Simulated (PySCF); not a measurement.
## Reproducing measurements on C2H5F

**Measured values to compare with.**

From NIST CCCBDB Release 22 (SRD 101), experimental dipoles, for the gas: dipole moment 1.96 D.

NIST CCCBDB Release 22 (SRD 101), experimental polarizabilities lists, for the gas: mean polarisability 4.164 Å³.

Wang, Chong, Molecules 2025, 30, 2887 (The role of exchange energy in modeling core-electron binding energies of strongly polar bonds) lists, for the gas: C 1s binding energy of C2 293.28 eV.

The results are set against them at the end.

Species: C₂H₅F.
Atom-mapped SMILES: `[CH3:1][CH2:2][F:3]` (hydrogens: H4, H5, H6 on C1; H7, H8 on C2)

Geometry (GFN2-xTB, Å), atoms numbered from 1 in this order:
```
atom  x, y, z in Å
C1    -0.779   -0.013   -0.050
C2     0.736   -0.061    0.016
F3     1.233    1.145    0.449
H4    -1.190    0.202    0.933
H5    -1.099    0.765   -0.738
H6    -1.158   -0.970   -0.394
H7     1.179   -0.243   -0.969
H8     1.087   -0.815    0.728
```

The PySCF runs (gas phase, on this GFN2-xTB geometry; non-relativistic but for the core-level run):

| level | job | basis functions |
| --- | --- | --- |
| PBE0/pcSseg-1 | shieldings, charges and field gradients | 76 |
| CAM-B3LYP/def2-SVPD | 8 singlets by full TDDFT, 3 Tamm–Dancoff triplets, polarisability | 103 |
| PBE0/def2-SVPD | 6 singlets by full TDDFT, 2 Tamm–Dancoff triplets, polarisability | 103 |
| B97-2/def2-SVPD, start guess vsap | 1 singlet by full TDDFT, 2 Tamm–Dancoff triplets, polarisability | 103 |
| B3LYP/pcJ-1 | spin–spin couplings from 8 perturbed nuclei | 131 |
| delta-SCF UKS SCAN, pcX-2 on the ionised atom, pcseg-1 elsewhere, spin-free X2C | ΔSCF core ionisation, 3 holes | 98 |

## Comparison

**Dipole moment.** Measured: 1.96 D (NIST CCCBDB Release 22 (SRD 101), experimental dipoles).

```json
{"level": "PBE0/pcSseg-1", "computed (D)": "1.89", "computed − measured (D)": "-0.07", "% (from the printed values)": "-4"}
{"level": "CAM-B3LYP/def2-SVPD", "computed (D)": "1.97", "computed − measured (D)": "+0.01", "% (from the printed values)": "+1"}
{"level": "PBE0/def2-SVPD", "computed (D)": "1.90", "computed − measured (D)": "-0.06", "% (from the printed values)": "-3"}
{"level": "B97-2/def2-SVPD", "computed (D)": "1.90", "computed − measured (D)": "-0.06", "% (from the printed values)": "-3"}
{"level": "B3LYP/pcJ-1", "computed (D)": "1.87", "computed − measured (D)": "-0.09", "% (from the printed values)": "-5"}
```

Closest is CAM-B3LYP/def2-SVPD (+0.01 D), furthest B3LYP/pcJ-1 (-0.09 D); one molecule doesn't rank methods. The computed dipoles belong to one fixed geometry; measured ones are averaged over vibrations unless marked μe. Magnitudes are compared, not signs.

**Mean polarisability.** Measured: 4.164 Å³ (NIST CCCBDB Release 22 (SRD 101), experimental polarizabilities).

```tsv
level	computed (Å³)	computed − measured (Å³)	% (from the printed values)
CAM-B3LYP/def2-SVPD	4.194	+0.030	+1
PBE0/def2-SVPD	4.193	+0.029	+1
B97-2/def2-SVPD	4.178	+0.014	0
```

All 3 levels lie above the measurement. The computed values are static and purely electronic, with core orbitals frozen in the response (1 au = 0.148185 Å³). The table of measured values doesn't say here whether a value is static or optical, or holds a vibrational part.

**Core binding energies.** Delta-SCF UKS SCAN, pcX-2 on the ionised atom, pcseg-1 elsewhere, spin-free X2C in PySCF.

```tsv
level and atom	computed (eV)	measured (eV)	computed − measured (eV)
C 1s, C2	293.19	293.28	-0.09
```

Sources, in the order of the opening: Wang, Chong, Molecules 2025, 30, 2887 (The role of exchange energy in modeling core-electron binding energies of strongly polar bonds). The computed values are vertical, without vibrational structure; measured positions hang on the energy calibration. 

The geometry is computed, not the measured one. Where a level misses, the cause wasn't examined.
